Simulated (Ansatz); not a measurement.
# H5Si2: the cost of one run

Method: UKS r2SCAN-D4/def2-SVP; program: Ansatz 0.2.0.

### Step 1. Reference run: Si2H5 radical, relaxed

input.yaml

```yaml
crystal:
  periodic: [false, false, false]
  atoms:
    - { symbol: H, position_ang: [0.180341, 0.285802, 0.67467] }
    - { symbol: Si, position_ang: [0.702129, -0.982094, -0.34232] }
    - { symbol: Si, position_ang: [-1.001642, 0.611701, -0.616214] }
    - { symbol: H, position_ang: [2.11621, -0.456649, -0.318297] }
    - { symbol: H, position_ang: [0.489225, -1.998242, 0.752019] }
    - { symbol: H, position_ang: [-2.04422, 0.520501, 0.47914] }
    - { symbol: H, position_ang: [-0.441843, 2.018881, -0.628998] }
magnetization:
  spin_polarized: true
  initial_magnetization: 1
basis:
  gaussian: { orbitals: def2-SVP }
hamiltonian:
  xc: r2scan
  dispersion: d4
output:
  forces: true
relax:
  f_tol: 0.02
  max_steps: 120
  constraints: [{ distance: [0, 2] }, { distance: [0, 1] }]
  escape_saddle: false
```

On the command line:

```
$ ansatz run input.yaml --threads 1 --pin off --max-ram 2560MiB --backend cpu --events-out ev --progress --plain --runs-dir out
```

What time and memory should one allow on 1 thread of Intel Xeon Platinum 8488C (Sapphire Rapids), shared host?

About 10 s, with a peak of 0.17 GiB.
